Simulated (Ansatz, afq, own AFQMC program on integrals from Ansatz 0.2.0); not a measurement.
**AlH2O, doublet in cc-pVDZ, levels against CCSDT(Q)**

```yaml
atoms:
  - { symbol: Al, position_ang: [0.0000, -0.0766, 0.5825] }
  - { symbol: O, position_ang: [0.0000, -0.0038, -0.9778] }
  - { symbol: H, position_ang: [0.0000, 1.3044, 1.4154] }
  - { symbol: H, position_ang: [0.0000, 0.8061, -1.4875] }
```

Connectivity, by distances: AlH–OH.

Basis cc-pVDZ. Noble-gas cores (and the filled d shells of Ga–Kr and In–Xe) are frozen. AFQMC by an in-house program on the Cholesky factors that Ansatz 0.2.0 writes for its CCSD(T) run. The CISD trial takes its coefficients from CCSD amplitudes. Released means that phaseless walkers are propagated on without the constraint, phases kept. Uncertainties: one standard error, sampling alone.

Determinant: UHF, the one that the program's search chose, which needn't be the lowest solution. The geometry is a point of a scan.

No full CI on the walks' own integrals is used here; CCSDT(Q) serves as the reference and is uncertain by about the last step of the cluster series.

The T1 diagnostic is 0.0161. The weight of the determinant in the CISD state is 0.912, the ⟨S²⟩ of the determinant is 0.756 and the size of the correlated space is 11 electrons in 36 orbitals.

Reference: CCSDT(Q), correlation energy -7.035 eV. The released energy is read at 2.40 1/Eh (meV from the phaseless value at times in 1/Eh: 12 ± 10 at 0.24, 6 ± 12 at 0.51, -5 ± 10 at 0.99, 6 ± 9 at 1.62, 9 ± 14 at 2.40).

```json
{"level": "HF", "E − E(reference) (meV)": "7035.3", "share of correlation (%)": "0.00"}
{"level": "MP2", "E − E(reference) (meV)": "585.6", "share of correlation (%)": "91.68"}
{"level": "CCSD", "E − E(reference) (meV)": "162.6", "share of correlation (%)": "97.69"}
{"level": "CCSD(T)", "E − E(reference) (meV)": "30.5", "share of correlation (%)": "99.57"}
{"level": "CCSDT", "E − E(reference) (meV)": "17.5", "share of correlation (%)": "99.75"}
{"level": "ph-AFQMC/CISD", "E − E(reference) (meV)": "1.9 ± 12.0", "share of correlation (%)": "99.97"}
{"level": "released AFQMC", "E − E(reference) (meV)": "11.1 ± 13.9", "share of correlation (%)": "99.84"}
```

A walk keeps the symmetry of its determinant, which the program's search chose and which needn't be the lowest solution, so a lower state of the same spin and another symmetry isn't excluded. Released energies are given only where the last usable release times agree within the noise; a slower fall can still hide under it.
